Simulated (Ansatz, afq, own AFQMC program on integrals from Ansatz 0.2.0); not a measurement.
# Where AFQMC and coupled cluster stand for GeHO, quartet

```json
{"atom": "Ge", "x (Å)": "0.0000", "y (Å)": "-0.0405", "z (Å)": "0.2854"}
{"atom": "O", "x (Å)": "0.0000", "y (Å)": "0.0973", "z (Å)": "-1.3603"}
{"atom": "H", "x (Å)": "0.0000", "y (Å)": "1.3757", "z (Å)": "1.0274"}
```

Connectivity, by distances: GeH–O.

Basis cc-pVDZ. Noble-gas cores (and the filled d shells of Ga–Kr and In–Xe) are frozen. Integrals, coupled cluster, full CI and functionals: Ansatz 0.2.0; the random walks run on the same integrals in our own AFQMC program. ph-AFQMC/CISD is guided by a CISD state made of CCSD amplitudes; releasing the constraint for a short imaginary time cuts its bias at the price of noise, slowly where states lie close. ± is one standard error of the sampling. No spin–orbit coupling.

Determinant: UHF, the one that the program's search chose, which needn't be the lowest solution. The geometry is a PBE0/def2-TZVP stationary point of this or a neighbouring charge and spin state.

No full CI on the walks' own integrals is used here; CCSDT(Q) serves as the reference and is uncertain by about the last step of the cluster series.

Cautions: no relativity below Rb; no spin-orbit coupling; inner d shell frozen; another spin lies lower; the released energies are still falling, so no released level is given (meV from the phaseless value at times in 1/Eh: -5 ± 3 at 0.24, -6.4 ± 2.1 at 0.51, -9 ± 3 at 0.99, -11.0 ± 1.9 at 1.62, -16 ± 3 at 2.40), though the last usable value meets CCSDT(Q) within the noise.

- T1 diagnostic: 0.0197
- weight of the determinant in the CISD state: 0.909
- ⟨S²⟩ of the determinant: 3.764
- size of the correlated space: 11 electrons in 31 orbitals

| level | correlation energy (eV) |
| --- | --- |
| MP2 | -5.3283 |
| CCSD | -6.0304 |
| CCSD(T) | -6.1535 |

(1) Estimate where phaseless AFQMC with a CISD trial lies against CCSD(T) on the same integrals.

(1) 2.1 ± 0.3 kJ/mol below CCSD(T).

Reference: CCSDT(Q), correlation energy -6.188 eV.

| level | E − E(reference) (kJ/mol) | share of correlation (%) |
| --- | --- | --- |
| CCSD(T) | 3.4 | 99.44 |
| CCSDT | 1.1 | 99.82 |
| ph-AFQMC/CISD | 1.2 ± 0.3 | 99.79 |

A walk keeps the symmetry of its determinant, which the program's search chose and which needn't be the lowest solution, so a lower state of the same spin and another symmetry isn't excluded.
